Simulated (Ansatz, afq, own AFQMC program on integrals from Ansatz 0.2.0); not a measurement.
## AlHO, singlet: AFQMC among the cluster methods

```yaml
atoms:
  - { symbol: Al, position_ang: [0.0000, 0.0000, 1.2825] }
  - { symbol: O, position_ang: [0.0000, 0.0000, -0.2161] }
  - { symbol: H, position_ang: [0.0000, 0.0000, -1.0664] }
```

Connectivity, by distances: Al–OH.

Basis cc-pVDZ. Only valence electrons are correlated. AFQMC by an in-house program on the Cholesky factors that Ansatz 0.2.0 writes for its CCSD(T) run. ph-AFQMC/CISD is guided by a CISD state made of CCSD amplitudes; releasing the constraint for a short imaginary time cuts its bias at the price of noise, slowly where states lie close. ± is one standard error of the sampling.

Determinant: RHF, the one that the program's search chose, which needn't be the lowest solution. The geometry is a point of a scan.

No full CI on the walks' own integrals is used here; CCSDT(Q) serves as the reference and is uncertain by about the last step of the cluster series.

```
T1 diagnostic                               : 0.0146
weight of the determinant in the CISD state : 0.895
size of the correlated space                : 10 electrons in 31 orbitals
```

```
  level  correlation energy (eV)
    MP2                  -6.2509
   CCSD                  -6.7109
CCSD(T)                  -6.8426
```

Problem. Estimate where AFQMC with the constraint released lies against CCSD(T) on the same integrals.

Solution. 4.5 ± 1.6 kJ/mol below CCSD(T).

Reference: CCSDT(Q), correlation energy -6.869 eV. The released energy is read at 2.40 1/Eh (meV from the phaseless value at times in 1/Eh: -7 ± 10 at 0.24, -16 ± 11 at 0.51, -27 ± 10 at 0.99, -7 ± 12 at 1.62, -28 ± 17 at 2.40).

```json
{"level": "CCSD(T)", "E − E(reference) (kJ/mol)": "2.6", "share of correlation (%)": "99.61"}
{"level": "CCSDT", "E − E(reference) (kJ/mol)": "1.7", "share of correlation (%)": "99.75"}
{"level": "ph-AFQMC/HF", "E − E(reference) (kJ/mol)": "-0.4 ± 5.7", "share of correlation (%)": "100.07"}
{"level": "ph-AFQMC/CISD", "E − E(reference) (kJ/mol)": "0.8 ± 1.0", "share of correlation (%)": "99.88"}
{"level": "released AFQMC", "E − E(reference) (kJ/mol)": "-1.9 ± 1.6", "share of correlation (%)": "100.29"}
```

A walk keeps the symmetry of its determinant, which the program's search chose and which needn't be the lowest solution, so a lower state of the same spin and another symmetry isn't excluded. Released energies are given only where the last usable release times agree within the noise; a slower fall can still hide under it.
